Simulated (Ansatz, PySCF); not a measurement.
Species: methylamine, CH5N (charge 0, singlet). SMILES: CN
Geometry: optimised at B3LYP-D3(BJ)/def2-TZVP (Ansatz, a program for electronic structure).


Quantity: enthalpy of formation at 298 K (from the atomisation energy, B3LYP-D3(BJ)/def2-TZVP harmonic zero-point and thermal terms from PySCF, and the atoms' enthalpies of formation in the G2/97 table; no spin-orbit terms, and no core term in the frozen-core levels), in kcal/mol. Cores are frozen in the correlated levels unless marked. Open shells are spin-unrestricted. No spin-orbit coupling. Non-relativistic. The coupled-cluster limit lacks core correlation, which all-electron functionals hold. CBS(X,Y): correlation extrapolated as X^-3; Hartree-Fock from the larger set. [CCSD(T)-MP2]/basis is that difference in the basis named.

Measured: -5.0 kcal/mol (Active Thermochemical Tables 1.112 (ions: stationary electron), as tabulated in the package chemicals); it holds spin-orbit and relativistic effects, which these rows lack, and core correlation, which the frozen-core levels lack.

| level | program | enthalpy of formation at 298 K (kcal/mol) | error against measurement |
|---|---|---|---|
| B97M-V/def2-TZVPD | Ansatz | -2.4 | 2.6 |
| BHLYP-D4/def2-TZVPD | Ansatz + dftd4 | 9.3 | 14.3 |
| r2SCANh-D4/def2-TZVPD | Ansatz + dftd4 | 2.2 | 7.2 |
| MP2/def2-SVP | Ansatz | 29.8 | 34.8 |
| RI-MP2/def2-QZVPPD | Ansatz | -0.4 | 4.6 |
| RI-MP2/CBS(cc-pVTZ,cc-pVQZ)+[CCSD(T)-MP2]/cc-pVDZ | Ansatz | -6.1 | -1.1 |
| RI-MP2/CBS(aug-cc-pVTZ,aug-cc-pVQZ)+[CCSD(T)-MP2]/aug-cc-pVTZ | Ansatz | -5.3 | -0.3 |
